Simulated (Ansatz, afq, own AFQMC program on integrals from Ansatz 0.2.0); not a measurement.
AFQMC on a folder of integrals that Ansatz 0.2.0 wrote.

```yaml
crystal:
  periodic: [false, false, false]
  atoms:
    - {symbol: Si, position_ang: [0.000000, -0.029760, 0.504488]}
    - {symbol: N, position_ang: [0.000000, 0.114205, -1.081764]}
    - {symbol: H, position_ang: [0.000000, -1.262006, 1.342706]}
    - {symbol: H, position_ang: [0.000000, 1.204545, 1.315030]}
    - {symbol: H, position_ang: [0.000000, -0.700331, -1.682342]}
basis:
  gaussian: {orbitals: cc-pVTZ}
magnetization: {spin_polarized: false}
correlation: {method: ccsd_t, electrons: outside_noble_gas, hamiltonian_folder: ham}
```

```sh
$ ansatz run in.yaml --threads 1 --pin off --events-out ev --progress --plain --max-ram 16896MiB --backend cuda --devices 0, --max-vram 18GiB
```

afq runs on the folder ham with

```
--method phaseless --trial hf --walkers 1000 --populations 20 --least-time 40 --time-step 0.005 --steps-per-block 20 --equilibration-blocks 112 --max-blocks 4000 --target-error 0.001050 --factor-cut 1e-05 --seed 8611 --taylor-order 6
```

Times are imaginary, in 1/Eh. The walk had a cap of 94 s. With eight or more populations the least sampling time is a fifth of least-time, and the error comes from their spread.

```
orbitals 100  electrons 6 6  factors 608 of 612
reference energy -345.11128110 Eh
CCSD correlation -0.35487108 Eh in 12 cycles, weight of the determinant in the CISD state 0.8623
energy of the start -345.111281 Eh
 block  time / (1/Eh)  mean weight  energy / Eh
     1     0.100  1.0019  -345.214471
     2     0.200  1.0034  -345.283817
     3     0.300  1.0028  -345.328788
     4     0.400  1.0021  -345.363543
     5     0.500  1.0022  -345.385345
     8     0.800  0.9997  -345.423814
    14     1.400  1.0015  -345.459058
    53     5.300  0.9997  -345.486013
    92     9.200  0.9994  -345.497713
   131    13.100  1.0012  -345.478057
   170    17.000  0.9996  -345.495930
   209    20.900  0.9992  -345.494342
   248    24.800  1.0005  -345.457188
   287    28.700  1.0007  -345.476142
   326    32.600  1.0018  -345.488585
   352    35.200  1.0000  -345.511443
   365    36.500  0.9986  -345.482095
   404    40.400  0.9998  -345.470072
   443    44.300  1.0004  -345.479201
   482    48.200  1.0004  -345.490338
   521    52.100  1.0003  -345.484271
   534    53.400  1.0002  -345.487894
error from the spread of 20 populations
energy -345.485966 +/- 0.001031 Eh
(rows thinned)
```

Q: Estimate how long the walk took on 1 × NVIDIA H100 80GB HBM3 with 2 threads of AMD EPYC 7R13 Processor (Zen 3), with other jobs on the host (the card was shared).

A: 79 s of wall time.

The run passed its tests (sampling time, drift between the halves within three errors, error under three times the target), which doesn't prove that it has relaxed.

Against this walk (error 28.1 meV) on the same determinant: CCSD(T) 97.8 meV higher, CCSDT(Q) 48.4 meV higher (within the noise), a separate phaseless walk with a CISD trial and standard settings 53.0 ± 29.4 meV higher (within the noise). The error is statistical and leaves out the bias of the constraint.

Cautions: constraint bias not in the error.

CCSDT and higher add their correlation energy to the determinant of the CCSD(T) run, since their own runs factorise the integrals more tightly (a shift of under 2 meV). A walk keeps the symmetry of its determinant, which the program's search chose and which needn't be the lowest solution, so a lower state of the same spin and another symmetry isn't excluded.
